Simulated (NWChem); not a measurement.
**HF (hydrogen fluoride) at 4 levels**

Wanted: a comparison of 4 runs (HF/STO-3G, HF/pcseg-1, B3LYP/pcseg-1, MP3/cc-pVTZ) of HF (hydrogen fluoride). 

Program for the calculation: NWChem 7.3.0.

1 further run of the same task is left out (set aside as unsound or not needed).

**1. The molecule**

The species is HF (2 atoms), meant as a singlet with charge 0. SMILES: `F`. The coordinates come from a PBE0-D4/def2-TZVP relaxation.

Bond lengths: F1–H2 0.920 Å.

**2. Energy and forces at HF/STO-3G (run 1)**

Input file a.nw:

```
echo
start a
title "FH hf"
memory stack 880 mb heap 220 mb global 1100 mb

geometry noautosym nocenter noautoz
 F       -0.390000       0.144600      -0.196400
 H        0.390000      -0.144600       0.196400
end

basis spherical bse
 F library STO-3G
 H library STO-3G
end

scf
 singlet
 rhf
 thresh 1e-08
 maxiter 80
end

task scf gradient
```

Run with:

```sh
$ nwchem a.nw > a.out
```

Output:

```text
[...]
  functions       =     6
[...]
  wavefunction    = RHF
[...]
         Total SCF energy =    -98.571096541488
      One-electron energy =   -149.730106486887
      Two-electron energy =     45.982057259369
 Nuclear repulsion energy =      5.176952686031
        Time for solution =      0.0s
[...]
                         RHF ENERGY GRADIENTS
    atom               coordinates                        gradient
                 x          y          z           x          y          z
   1 F      -0.736993   0.273254  -0.371142    0.045828  -0.016992   0.023079
   2 H       0.736993  -0.273254   0.371142   -0.045828   0.016992  -0.023079
[...]
```

Run time: 0.56 s. Hardware: 1 thread of Intel Xeon Platinum 8375C at 2.90GHz (Ice Lake), shared host; peak memory 0.1 GiB.

**3. Energy and gradient at HF/pcseg-1 (run 2)**

Input file fh.xyz:

```xyz
2
FH
F     -0.390000     0.144600    -0.196400
H      0.390000    -0.144600     0.196400
```

Input file fh.nw:

```
START fh
TITLE "FH"
memory 2200 mb

GEOMETRY noautosym nocenter noautoz
   load fh.xyz
END

BASIS spherical bse
   * library pcseg-1
END

SCF
   thresh 1e-08
   maxiter 80
END

TASK scf gradient
```

Run with:

```sh
$ nwchem fh.nw > fh.out
```

Output:

```text
[...]
  functions       =    19
[...]
  wavefunction    = RHF
[...]
         Total SCF energy =    -99.988376484023
      One-electron energy =   -150.498043796093
      Two-electron energy =     45.332714626039
 Nuclear repulsion energy =      5.176952686031
        Time for solution =      0.2s
[...]
                         RHF ENERGY GRADIENTS
    atom               coordinates                        gradient
                 x          y          z           x          y          z
   1 F      -0.736993   0.273254  -0.371142   -0.015945   0.005912  -0.008030
   2 H       0.736993  -0.273254   0.371142    0.015945  -0.005912   0.008030
[...]
```

It took 0.74 s on 1 thread of Intel Xeon Platinum 8375C at 2.90GHz (Ice Lake), shared host; peak memory 0.1 GiB.

Run 3 isn't shown in full; the table further down has it.

**4. A single-point energy at MP3/cc-pVTZ (run 4)**

Input file run.py:

```python
from ase import Atoms
from ase.calculators.nwchem import NWChem

atoms = Atoms(['F', 'H'], positions=[
    [-0.390000, 0.144600, -0.196400],
    [0.390000, -0.144600, 0.196400],
])

calc = NWChem(
    label='mymol',
    theory='tce',
    memory='2200 mb',
    basis='cc-pVTZ',
    basispar='spherical bse',
    scf={'nopen': '0', 'rhf': None, 'thresh': '1e-08', 'maxiter': '80'},
    tce={'scf': None, 'mbpt3': None, 'freeze': 'core 1', 'maxiter': '60'},
    task='energy',
)
atoms.calc = calc

print(f"energy = {atoms.get_potential_energy():.6f} eV")
```

Run with:

```sh
$ export ASE_NWCHEM_COMMAND="nwchem PREFIX.nwi > PREFIX.nwo"
$ python run.py
```

Output:

```text
energy = -2730.116648 eV
```

The calculator wrote mymol.nwi:

```
title "mymol"

permanent_dir mymol

scratch_dir mymol

start mymol

geometry units angstrom nocenter noautosym noautoz
  F  -3.9000000000000001e-01 1.4460000000000001e-01 -1.9639999999999999e-01
  H  3.9000000000000001e-01 -1.4460000000000001e-01 1.9639999999999999e-01
end

memory 2200 mb

basis spherical bse noprint
   * library cc-pVTZ
end

scf
  nopen 0
  rhf
  thresh 1e-08
  maxiter 80
end
tce
  scf
  mbpt3
  freeze core 1
  maxiter 60
end

task tce energy
```

mymol.nwo:

```text
Northwest Computational Chemistry Package (NWChem) 7.3.0
             --------------------------------------------------------

           Job information
           ---------------

    nwchem branch   = 7.3.0
    use scalapack   = T
    input           = mymol.nwi
    prefix          = mymol.
    data base       = mymol/mymol.db
    status          = startup
    nproc           =        1

           Memory information
           ------------------

    heap     =     72089598 doubles =      550.0 Mbytes
    stack    =     72089595 doubles =      550.0 Mbytes
    global   =    144179200 doubles =     1100.0 Mbytes (distinct from heap & stack)
    total    =    288358393 doubles =     2200.0 Mbytes
    verify   = yes
    hardfail = no

[... 101 lines left out ...]
 Convergence threshold     :          1.000E-08
[... 12 lines left out ...]
       Final RHF  results
[... 3 lines left out ...]
      One-electron energy =   -150.620388656057
[... 1 line left out ...]
 Nuclear repulsion energy =      5.176952686031
[... 23 lines left out ...]
                       ROHF Final Molecular Orbital Analysis
[... 266 lines left out ...]
 MBPT(2) total energy / hartree       =      -100.329781880337293
[... 1 line left out ...]
 MBPT(3) iterations
 --------------------------------------------------------
 Iter          Residuum       Correlation     Cpu    Wall
 --------------------------------------------------------
    1   0.1451582225184   0.0000000000000     0.0     0.0
    2   0.0000000000103  -0.0001552270769     0.0     0.0
 --------------------------------------------------------
 Iterations converged
 MBPT(3) correlation energy / hartree =        -0.000155227076867
 MBPT(3) total energy / hartree       =      -100.329937107414167

 Task  times  cpu:        2.2s     wall:        2.2s
 Total times  cpu:        2.3s     wall:        2.3s
```

Run time: 3.6 s. Hardware: 1 thread of Intel Xeon Platinum 8375C at 2.90GHz (Ice Lake), shared host; peak memory 0.2 GiB.

**5. The series**

```tsv
run	level	iteration cap	module	energy (Eh)	dipole moment (D)	HOMO energy (eV)	LUMO energy (eV)	wall time
1	HF/STO-3G	80	scf	-98.571097	1.29	-12.63	17.03	0.56 s
2	HF/pcseg-1	80	scf	-99.988376	2.01	-17.53	4.23	0.74 s
3	B3LYP/pcseg-1	100	dft	-100.418881	1.89	-10.92	0.78	1.9 s
4	MP3/cc-pVTZ	80	tce	-100.329937	–	-17.49	3.88	3.6 s
```

**6. Summary of results**

| quantity | value |
| --- | --- |
| run 4: total energy | -100.32994 Eh |
| run 4: HOMO energy (Hartree–Fock orbitals) | -17.49 eV |
| run 4: LUMO energy (Hartree–Fock orbitals) | 3.88 eV |
| run 4: HOMO–LUMO gap (Hartree–Fock orbitals) | 21.37 eV |
| run 4: correlation energy (1 core orbital frozen) | -272.1 mEh |

**Reading.** Over runs 1, 2, 3 the dipole moment (its size) runs from 1.29 D (HF/STO-3G) to 2.01 D (HF/pcseg-1). Over runs 1, 2, 3 the HOMO–LUMO gap runs from 11.70 eV (B3LYP/pcseg-1) to 29.66 eV (HF/STO-3G). The two ends differ in method and basis. In run 1 the basis is minimal, so the values are rough. All runs together took 6.9 s, the longest 3.6 s.
